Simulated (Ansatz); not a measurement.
System: SiCl$_{3}$ (charge 0, doublet). It need not be the lowest isomer of its formula. 
Coordinates optimised at B3LYP-D3(BJ)/def2-TZVP (Ansatz, a quantum-chemistry and plane-wave program):
```
Si
Cl 1 2.0584
Cl 1 2.0584 2 109.38
Cl 1 2.0584 2 109.38 3 -119.78
```
Charge 0, spin multiplicity 2.

Basis-set convergence of Hartree-Fock and MP2 correlation energies (hartree) with Ansatz. Valence correlation only, unless marked. Open shells are spin-unrestricted. Spin-orbit coupling is left out. No relativistic terms.

```
basis        functions        E(HF)  E(corr, MP2)
-----------  ---------  -----------  ------------
cc-pV(D+d)Z         92  -1667.56979      -0.48181
cc-pV(T+d)Z        156            …             …
```

Problem. Fill in the missing entries.

Solution. 
- cc-pV(T+d)Z, E(HF): -1667.63435
- cc-pV(T+d)Z, E(corr, MP2): -0.65378
